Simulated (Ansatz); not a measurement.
Mulliken charges of C₂H₄N₂O (`N=C1OC1N`) from ωB97M-V/def2-TZVPP in Ansatz (PBE0-D4/def2-TZVP geometry).

```csv
atom,x (Å),y (Å),z (Å),charge (e)
N1,0.791,1.903,0.024,-0.292
C2,0.427,0.769,-0.360,0.192
O3,-0.167,0.152,-1.365,-0.298
C4,0.300,-0.619,-0.026,0.079
N5,-0.628,-1.095,0.845,-0.219
H6,0.579,2.607,-0.682,0.122
H7,1.088,-1.306,-0.308,0.140
H8,-0.990,-2.019,0.672,0.135
H9,-1.312,-0.439,1.184,0.140
```

Question: By hand: the dipole of these point charges (1 e Å = 4.8032 D).

Answer: Σ q r = (-0.032, -0.461, 0.274) e Å, of length 0.537 e Å = 2.58 D.

Question: How does the dipole of the full density compare? (Best estimate.)

Answer: Ansatz gave: (-0.313, -0.541, 0.088) e Å, 3.03 D; the point charges give 0.85 times that, at 33° from its direction.

Point charges leave out the atoms' own dipoles, such as those of lone pairs, and Mulliken's split depends on the basis, so the two needn't agree.
